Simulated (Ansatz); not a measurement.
This Ansatz (an electronic-structure program) input (MP2/aug-cc-pV(T+d)Z) gives -537.53178 Eh with 216 basis functions. A basis named .json is the Basis Set Exchange file of that set (core-valence sets with the plain set on hydrogen).

Ansatz 0.2 input:
```yaml
crystal:
  periodic: [false, false, false]
  atoms:
    - {symbol: C, position_ang: [0.01118773, 0.75889942, -0.01238914]}
    - {symbol: C, position_ang: [1.30488840, 1.02329449, 0.00343307]}
    - {symbol: Cl, position_ang: [-0.63700773, -0.85323169, 0.00417952]}
    - {symbol: H, position_ang: [-0.75905041, 1.51625302, -0.03695357]}
    - {symbol: H, position_ang: [2.05291747, 0.24314247, 0.02802818]}
    - {symbol: H, position_ang: [1.63880765, 2.05237986, -0.00839007]}
basis:
  gaussian:
    orbitals: aug-cc-pV_T+d_Z.json
    fitting: {mean_field: def2-universal-jkfit, correlation: cc-pVDZ-RIFIT.json}
magnetization: {spin_polarized: false}
correlation: {method: mp2, electrons: outside_noble_gas}
```

Change:
```diff
- fitting: {mean_field: def2-universal-jkfit, correlation: cc-pVDZ-RIFIT.json}
+ fitting: {mean_field: def2-universal-jkfit, correlation: cc-pVTZ-RIFIT.json}
```

### Question
What does the run give now?

### Answer
-537.52891 Eh (MP2/aug-cc-pV(T+d)Z, 216 functions), a change of +2.87 mEh.
